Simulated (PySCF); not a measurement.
1-chloropentane, C5H11Cl.
Bonds: C1–C2, C2–C3, C3–C4, C4–C5, C5–Cl6. Hydrogens: H7, H8, H9 on C1; H10, H11 on C2; H12, H13 on C3; H14, H15 on C4; H16, H17 on C5.

Method: PBE0-D3(BJ)/def2-SVP geometry optimisation, gas phase (PySCF 2.14.0); density fitting, grid level 2; the optimiser is geomeTRIC in internal coordinates, started from a GFN2-xTB structure.

Step 0: E = -17869.5572 eV
```
atom  x, y, z in Å  |  force x, y, z in eV/Å
C1      2.5324    0.1455   -0.2351   -0.452  -0.279   0.435
C2      1.2709   -0.3196    0.4815    0.057   0.432  -0.763
C3      0.0106    0.1063   -0.2670    0.019  -0.516   0.861
C4     -1.2597   -0.3719    0.4327    0.017   0.476  -0.775
C5     -2.5216    0.1116   -0.2616    0.351   0.066   0.442
Cl6    -2.6800    1.8874   -0.1422   -0.083   0.203  -0.027
H7      2.5818   -0.2811   -1.2346    0.089  -0.144  -0.446
H8      3.4202   -0.1607    0.3130    0.440  -0.079   0.152
H9      2.5407    1.2293   -0.3264    0.065   0.464  -0.077
H10     1.2504    0.1006    1.4893   -0.039   0.052   0.392
H11     1.2875   -1.4080    0.5769   -0.015  -0.367   0.138
H12    -0.0118    1.1950   -0.3429   -0.038   0.352  -0.110
H13     0.0385   -0.2989   -1.2814   -0.001  -0.064  -0.399
H14    -1.2835   -1.4648    0.4457   -0.016  -0.373   0.067
H15    -1.2612   -0.0237    1.4674   -0.063   0.041   0.363
H16    -3.4159   -0.3074    0.1996   -0.267  -0.134   0.042
H17    -2.5062   -0.1276   -1.3250   -0.064  -0.130  -0.293
```

Question: Estimate the geometry and energy of step 1. (The exact step hangs on the optimiser's Hessian estimate; all steps are aligned on step 0, rigid shifts and turns removed.)

Answer: E = -17869.6019 eV, largest force 0.168 eV/Å
```
atom  x, y, z in Å  |  force x, y, z in eV/Å
C1      2.5515    0.1384   -0.2267    0.054   0.044  -0.074
C2      1.2813   -0.3180    0.4674   -0.034  -0.076   0.146
C3      0.0143    0.1098   -0.2559   -0.013   0.076  -0.145
C4     -1.2650   -0.3568    0.4184    0.019  -0.051   0.139
C5     -2.5367    0.1133   -0.2508   -0.057   0.014  -0.104
Cl6    -2.7264    1.8988   -0.1793    0.020  -0.049   0.002
H7      2.6220   -0.2815   -1.2443    0.006   0.018   0.031
H8      3.4542   -0.1699    0.3234   -0.027   0.001  -0.004
H9      2.5780    1.2368   -0.3234    0.008  -0.036   0.002
H10     1.2572    0.0809    1.4992    0.005  -0.031  -0.051
H11     1.2900   -1.4194    0.5732   -0.002   0.053   0.000
H12    -0.0096    1.2113   -0.3398    0.004  -0.048   0.001
H13     0.0374   -0.2733   -1.2948   -0.004   0.032   0.048
H14    -1.2930   -1.4634    0.4394   -0.015   0.059   0.003
H15    -1.2772   -0.0271    1.4733    0.006  -0.028  -0.046
H16    -3.4303   -0.3103    0.2289    0.036   0.009   0.003
H17    -2.5547   -0.1577   -1.3182   -0.007   0.012   0.049
```

The energy changes by -0.0447 eV. The first-order estimate −F·Δx gives -0.1004 eV and the mean of the old and new forces, exact on a quadratic surface, -0.0449 eV. The step makes an angle of 70° with the force vector and moves no atom by more than 0.060 Å.

What follows is the cost of the whole optimisation. Hardware: Arm Neoverse V1, one thread, no GPU, shared host. Cost: 37 s, 0.70 GiB resident at most.
